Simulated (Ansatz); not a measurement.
A (111) slab of Ir (Fm-3m (No. 225)), 5 planes, outer planes Ir (top) and Ir (bottom), with 5 atoms (Ir5) in a surface cell of A = 6.353 Å², as cut from the bulk:

```yaml
crystal:
  lattice:
    - [2.70838, 0.00000, 0.00000]
    - [-1.35419, 2.34553, 0.00000]
    - [0.00000, 0.00000, 23.84554]
  atoms:
    - { symbol: Ir, position: [0.66667, 0.33333, 0.31452] }
    - { symbol: Ir, position: [0.33333, 0.66667, 0.40726] }
    - { symbol: Ir, position: [0.00000, 0.00000, 0.50000] }
    - { symbol: Ir, position: [0.66667, 0.33333, 0.59274] }
    - { symbol: Ir, position: [0.33333, 0.66667, 0.68548] }
```

Level of theory: Ansatz 0.2.0, DFT PBEsol, scalar-relativistic, plane waves, PAW. Cutoff 420 eV; k points 15×15×1 on the computed 5-atom cell (Γ-centred); Gaussian smearing, width 0.10 eV; no spin polarisation.

Against the same 5 atoms in the bulk, the slab as cut lies 2.167 eV higher and the relaxed slab 2.137 eV higher.

Question: Work out the surface energy before and after relaxation.

Answer: The slab has two faces, so γ = (E_slab − N·E_bulk)/(2A), the mean of both. As cut: 2.167/(2 × 6.353) = 0.1705 eV/Å², and 1 eV/Å² = 16.02 J/m², so γ = 2.73 J/m². Relaxed: 2.137/(2 × 6.353) = 0.1682 eV/Å² = 2.69 J/m². Relaxation recovers 1.4 % of the cost of cutting.

Question: A cut through this plane breaks about 3 nearest-neighbour bonds a surface cell. What does each broken bond cost, before relaxation?

Answer: One cut makes two faces and costs 2γA = 2.167 eV, shared by 3 bonds: 0.72 eV a bond. In a metal this is less than the cohesive energy a bond, since the bonds that remain at the surface strengthen.

Question: What is the ideal work of this cut, per area?

Answer: Griffith's ideal work is 2γ: 5.46 J/m² if the new faces stay rigid, 5.39 J/m² if they relax. One thickness was run, 5 planes, so γ can still shift with it.